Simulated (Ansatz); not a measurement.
## C₃H₂O: state-averaged CASSCF

Calculated in Ansatz's Gaussian-basis code. State-averaged CASSCF with equal weights; occupations are averaged over the states; levels count from the state that is lowest in CASSCF. Solutions may break the symmetry of the shape. Lower solutions, or ones in other orbitals, may exist. CASSCF levels without dynamic correlation can be off by over 1 eV.

Geometry:

```xyz
6

C     0.0000    0.0000    0.3323
C     0.0000    0.6762   -0.9348
C     0.0000   -0.6762   -0.9348
O     0.0000    0.0000    1.5456
H     0.0000    1.5544   -1.5705
H     0.0000   -1.5544   -1.5705
```

Basis cc-pVTZ, nonrelativistic, 4 orbitals frozen in the corrections; active space CAS(4,4). Averaged: 1 singlet, 1 triplet.

(1) Give the levels in order, with their spins.

Same geometry.

Basis cc-pVTZ, nonrelativistic, 4 orbitals frozen in the corrections; active space CAS(6,5). Averaged: 3 singlets.

(2) Give the levels in order.

Same geometry.

Basis cc-pVDZ, nonrelativistic, 4 orbitals frozen in the corrections; active space CAS(6,5). Averaged: 1 singlet, 1 triplet.

(3) Give the levels in order, with their spins.

Results:

(1) 

```tsv
state	CASSCF (eV)
singlet	0.000
triplet	4.502
```

Occupations: 1.94, 1.46, 0.54, 0.07.

(2) 

| state | CASSCF (eV) |
| --- | --- |
| singlet | 0.000 |
| singlet | 4.437 |
| singlet | 6.117 |

Occupations: 1.94, 1.67, 1.58, 0.69, 0.12.

(3) 

```json
{"state": "singlet", "CASSCF (eV)": "0.000", "SC-NEVPT2 (eV)": "0.000"}
{"state": "triplet", "CASSCF (eV)": "4.651", "SC-NEVPT2 (eV)": "3.723"}
```

Occupations: 1.97, 1.91, 1.50, 0.54, 0.09.
